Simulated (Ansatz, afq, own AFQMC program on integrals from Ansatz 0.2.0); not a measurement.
**Al2H4, singlet in 6-31G, levels against CCSDTQ**

```xyz
6

Al    0.0000    0.0000    1.1810
Al    0.0000    0.0000   -1.1810
H     0.0000    1.3533    2.0248
H     0.0000   -1.3533    2.0248
H     0.0000    1.3533   -2.0248
H     0.0000   -1.3533   -2.0248
```

Connectivity, by distances: AlH2–AlH2.

Basis 6-31G. Noble-gas cores (and the filled d shells of Ga–Kr and In–Xe) are frozen. Ansatz 0.2.0 and our own AFQMC program on the same integrals; the CISD trial comes from CCSD amplitudes, and released means the phaseless constraint is let go. Free AFQMC starts from the CCSD state and is never constrained. Its projection time is finite, and what remains of the start isn't in its error. Uncertainties: one standard error, sampling alone.

Determinant: RHF, the one that the program's search chose, which needn't be the lowest solution. The geometry is a point of a scan.

No full CI on the walks' own integrals is used here; CCSDTQ serves as the reference and is uncertain by about the last step of the cluster series.

* T1 diagnostic: 0.0111
* weight of the determinant in the CISD state: 0.919
* size of the correlated space: 10 electrons in 24 orbitals

Reference: CCSDTQ, correlation energy -2.755 eV. The released energy is read at 2.40 1/Eh (meV from the phaseless value at times in 1/Eh: 1.1 ± 1.9 at 0.24, -0.9 ± 2.2 at 0.51, -5.7 ± 2.0 at 0.99, -4.8 ± 2.2 at 1.62, -4.1 ± 2.0 at 2.40).

```
         level  E − E(reference) (mEh)  share of correlation (%)
            HF                  101.23                      0.00
           MP2                   30.31                     70.06
          CCSD                    2.10                     97.93
       CCSD(T)                    0.67                     99.34
         CCSDT                    0.08                     99.92
      CCSDT(Q)                    0.02                     99.98
 ph-AFQMC/CISD             0.15 ± 0.08                     99.85
released AFQMC             0.00 ± 0.07                    100.00
    free AFQMC             0.20 ± 0.07                     99.80
```

CCSDT and higher add their correlation energy to the determinant of the CCSD(T) run, since their own runs factorise the integrals more tightly (a shift of under 2 meV). Free projections are given only where their last times agree within the noise and don't stop above the reference; a slow remainder of the start can still hide under it. A walk keeps the symmetry of its determinant, which the program's search chose and which needn't be the lowest solution, so a lower state of the same spin and another symmetry isn't excluded. Released energies are given only where the last usable release times agree within the noise; a slower fall can still hide under it.
